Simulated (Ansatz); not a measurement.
System: CsCl-type TlBr. Method: LDA in Ansatz (plane waves, PAW).

Run with plane-wave cutoff 500 eV, 10×10×10 k mesh, gaussian smearing 0.02 eV, scalar-relativistic PAW data made under PBE.

Cell (relaxed at this level):

```yaml
crystal:
  lattice:
    - [3.83958, 0.00000, 0.00000]
    - [0.00000, 3.83958, 0.00000]
    - [0.00000, 0.00000, 3.83958]
  atoms:
    - { symbol: Tl, position: [0.00000, 0.00000, 0.00000] }
    - { symbol: Br, position: [0.50000, 0.50000, 0.50000] }
```

Problem. Estimate the band gap that the calculation returns.

Solution. 
- band gap = 1.37 eV (on the SCF k mesh)

Measured, for comparison: band gap 2.68 eV (temperature not stated, not corrected to a static lattice, detector crystals, literature values; as tabulated in Piasecki et al. (2022), doi:10.1039/d1ma01259b).

Spin–orbit coupling is not included; with these elements it can move the gap by several tenths of an eV or more.

It cost roughly 17 core-seconds of CPU time.

Ansatz is a quantum-chemistry and plane-wave program.
